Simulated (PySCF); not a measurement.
PySCF input (HF/pcseg-1):

```python
import numpy as np, basis_set_exchange as bse
from pyscf import gto, scf, dft, df
from pyscf.prop.polarizability import rhf as pol

basis = {'C': gto.basis.parse(bse.get_basis('pcseg-1', elements=['C'], fmt='nwchem')), 'F': gto.basis.parse(bse.get_basis('pcseg-1', elements=['F'], fmt='nwchem'))}
mol = gto.M(
    atom='''
    C     0.00000000    0.00000000    0.00000000
    F     0.76292155    0.76566412    0.76815773
    F    -0.78426309   -0.74930884    0.76277441
    F    -0.74667016    0.76533291   -0.78428715
    F     0.76801170   -0.78168819   -0.74664498
    ''',
    basis=basis,
    charge=0,
    verbose=4,
    max_memory=8640,
)
mf = scf.RHF(mol)
mf = mf.density_fit(auxbasis=df.autoaux(mol))
mf.conv_tol = 1e-9
mf.max_cycle = 100
print('smallest overlap eigenvalue', np.linalg.eigvalsh(mol.intor('int1e_ovlp'))[0])
mf.kernel()
dip = mf.dip_moment()
p = pol.Polarizability(mf)
p.max_cycle_cphf = 60
alpha = p.polarizability()
print('polarisability/bohr^3', alpha.trace() / 3)
```

Output:

```
PySCF version 2.14.0

[INPUT] verbose = 4
[INPUT] num. atoms = 5
[INPUT] num. electrons = 42
[INPUT] charge = 0
[INPUT] spin (= nelec alpha-beta = 2S) = 0
[INPUT] symmetry False subgroup None
[INPUT] Mole.unit = angstrom
[INPUT] Symbol           X                Y                Z      unit          X                Y                Z       unit  Magmom
[INPUT]  1 C      0.000000000000   0.000000000000   0.000000000000 AA    0.000000000000   0.000000000000   0.000000000000 Bohr   0.0
[INPUT]  2 F      0.762921550000   0.765664120000   0.768157730000 AA    1.441712784029   1.446895490206   1.451607730168 Bohr   0.0
[INPUT]  3 F     -0.784263090000  -0.749308840000   0.762774410000 AA   -1.482042449705  -1.415988490316   1.441434729727 Bohr   0.0
[INPUT]  4 F     -0.746670160000   0.765332910000  -0.784287150000 AA   -1.411002107785   1.446269594016  -1.482087916516 Bohr   0.0
[INPUT]  5 F      0.768011700000  -0.781688190000  -0.746644980000 AA    1.451331773462  -1.477176593907  -1.410954524481 Bohr   0.0

nuclear repulsion = 204.966837579924
number of shells = 30
number of NR pGTOs = 125
number of NR cGTOs = 70
basis = {'C': [[0, [1243.2, 0.00603366], [187.145, 0.0449576], [42.5126, 0.197901], [11.7393, 0.5], [3.50548, 0.480364]], [0, [5.39089, -0.070398], [0.493341, 0.5]], [0, [0.149741, 1.0]], [1, [9.18056, 0.0431701], [1.93658, 0.224999], [0.526296, 0.5]], [1, [0.136319, 1.0]], [2, [0.8, 1.0]]], 'F': [[0, [2931.55, 0.00579504], [441.125, 0.0433238], [100.232, 0.193739], [27.8655, 0.5], [8.4447, 0.48642]], [0, [13.6123, -0.0719785], [1.26122, 0.5]], [0, [0.3708, 1.0]], [1, [21.9305, 0.0488771], [4.78552, 0.24783], [1.28378, 0.5]], [1, [0.311558, 1.0]], [2, [1.1, 1.0]]]}
ecp = {}
ETB for F: l = 0, exps = 0.623116 * 1.8^n , n = 0..13
ETB for F: l = 1, exps = 0.623116 * 1.8^n , n = 0..10
ETB for F: l = 2, exps = 0.623116 * 1.8^n , n = 0..9
ETB for F: l = 3, exps = 1.411558 * 2.2^n , n = 0..2
ETB for C: l = 0, exps = 0.272638 * 1.8^n , n = 0..13
ETB for C: l = 1, exps = 0.272638 * 1.8^n , n = 0..10
ETB for C: l = 2, exps = 0.272638 * 1.8^n , n = 0..9
ETB for C: l = 3, exps = 0.936319 * 2.2^n , n = 0..1
smallest overlap eigenvalue 0.02056109468158069

******** <class 'pyscf.df.df_jk.DFRHF'> ********
method = DFRHF
initial guess = minao
damping factor = 0
level_shift factor = 0
DIIS = <class 'pyscf.scf.diis.CDIIS'>
diis_start_cycle = 1
diis_space = 8
diis_damp = 0
SCF conv_tol = 1e-09
SCF conv_tol_grad = None
SCF max_cycles = 100
direct_scf = False
Set gradient conv threshold to 3.16228e-05
Initial guess from minao.
******** <class 'pyscf.df.df.DF'> ********
auxbasis = {'F': [[0, [np.float64(1297.512257523756), 1]], [0, [np.float64(720.8401430687534), 1]], [0, [np.float64(400.46674614930737), 1]], [0, [np.float64(222.4815256385041), 1]], [0, [np.float64(123.60084757694672), 1]], [0, [np.float64(68.66713754274818), 1]], [0, [np.float64(38.14840974597121), 1]], [0, [np.float64(21.193560969984002), 1]], [0, [np.float64(11.77420053888), 1]], [0, [np.float64(6.5412225216), 1]], [0, [np.float64(3.6340125120000004), 1]], [0, [np.float64(2.0188958400000003), 1]], [0, [np.float64(1.1216088), 1]], [0, [np.float64(0.623116), 1]], [1, [np.float64(222.4815256385041), 1]], [1, [np.float64(123.60084757694672), 1]], [1, [np.float64(68.66713754274818), 1]], [1, [np.float64(38.14840974597121), 1]], [1, [np.float64(21.193560969984002), 1]], [1, [np.float64(11.77420053888), 1]], [1, [np.float64(6.5412225216), 1]], [1, [np.float64(3.6340125120000004), 1]], [1, [np.float64(2.0188958400000003), 1]], [1, [np.float64(1.1216088), 1]], [1, [np.float64(0.623116), 1]], [2, [np.float64(123.60084757694672), 1]], [2, [np.float64(68.66713754274818), 1]], [2, [np.float64(38.14840974597121), 1]], [2, [np.float64(21.193560969984002), 1]], [2, [np.float64(11.77420053888), 1]], [2, [np.float64(6.5412225216), 1]], [2, [np.float64(3.6340125120000004), 1]], [2, [np.float64(2.0188958400000003), 1]], [2, [np.float64(1.1216088), 1]], [2, [np.float64(0.623116), 1]], [3, [np.float64(6.831940720000001), 1]], [3, [np.float64(3.1054276000000005), 1]], [3, [np.float64(1.411558), 1]]], 'C': [[0, [np.float64(567.7131495046857), 1]], [0, [np.float64(315.3961941692699), 1]], [0, [np.float64(175.22010787181657), 1]], [0, [np.float64(97.34450437323143), 1]], [0, [np.float64(54.080280207350796), 1]], [0, [np.float64(30.044600115194886), 1]], [0, [np.float64(16.691444508441602), 1]], [0, [np.float64(9.273024726912), 1]], [0, [np.float64(5.15168040384), 1]], [0, [np.float64(2.8620446688), 1]], [0, [np.float64(1.5900248160000001), 1]], [0, [np.float64(0.88334712), 1]], [0, [np.float64(0.4907484), 1]], [0, [np.float64(0.272638), 1]], [1, [np.float64(97.34450437323143), 1]], [1, [np.float64(54.080280207350796), 1]], [1, [np.float64(30.044600115194886), 1]], [1, [np.float64(16.691444508441602), 1]], [1, [np.float64(9.273024726912), 1]], [1, [np.float64(5.15168040384), 1]], [1, [np.float64(2.8620446688), 1]], [1, [np.float64(1.5900248160000001), 1]], [1, [np.float64(0.88334712), 1]], [1, [np.float64(0.4907484), 1]], [1, [np.float64(0.272638), 1]], [2, [np.float64(54.080280207350796), 1]], [2, [np.float64(30.044600115194886), 1]], [2, [np.float64(16.691444508441602), 1]], [2, [np.float64(9.273024726912), 1]], [2, [np.float64(5.15168040384), 1]], [2, [np.float64(2.8620446688), 1]], [2, [np.float64(1.5900248160000001), 1]], [2, [np.float64(0.88334712), 1]], [2, [np.float64(0.4907484), 1]], [2, [np.float64(0.272638), 1]], [3, [np.float64(2.0599018), 1]], [3, [np.float64(0.936319), 1]]]}
init E= -436.281547818473
  HOMO = -0.592674815070292  LUMO = 0.268365354223217  gap/eV = 23.43010
cycle= 1 E= -435.313010882981  delta_E= 0.969  |g|= 1.01  |ddm|= 2.05
  HOMO = -0.693760056786088  LUMO = 0.244570928292189  gap/eV = 25.53329
cycle= 2 E= -435.455880402511  delta_E= -0.143  |g|= 0.578  |ddm|= 0.901
  HOMO = -0.703457506976703  LUMO = 0.335735757569246  gap/eV = 28.27789
cycle= 3 E= -435.5090523708  delta_E= -0.0532  |g|= 0.0616  |ddm|= 0.315
  HOMO = -0.689263253925429  LUMO = 0.35224254099114  gap/eV = 28.34082
cycle= 4 E= -435.510003094934  delta_E= -0.000951  |g|= 0.0183  |ddm|= 0.052
  HOMO = -0.693627760364812  LUMO = 0.351190964140773  gap/eV = 28.43097
cycle= 5 E= -435.510131523209  delta_E= -0.000128  |g|= 0.00292  |ddm|= 0.023
  HOMO = -0.693704395772737  LUMO = 0.351367964559896  gap/eV = 28.43787
cycle= 6 E= -435.510135710545  delta_E= -4.19e-06  |g|= 0.000343  |ddm|= 0.00417
  HOMO = -0.693708077088857  LUMO = 0.351419858181037  gap/eV = 28.43938
cycle= 7 E= -435.510135759323  delta_E= -4.88e-08  |g|= 5.07e-05  |ddm|= 0.000473
  HOMO = -0.693704377422886  LUMO = 0.351422355609344  gap/eV = 28.43935
cycle= 8 E= -435.510135760158  delta_E= -8.35e-10  |g|= 5.55e-06  |ddm|= 6.3e-05
  HOMO = -0.693704688817  LUMO = 0.351421171938522  gap/eV = 28.43932
Extra cycle  E= -435.510135760168  delta_E= -9.55e-12  |g|= 1.49e-06  |ddm|= 5.92e-06
converged SCF energy = -435.510135760168
Dipole moment(X, Y, Z, Debye): -0.00000, -0.00000, -0.00000
Isotropic polarizability 12.3626831138
Polarizability anisotropy 5.26407539353e-08
polarisability/bohr^3 12.362683113845597
```
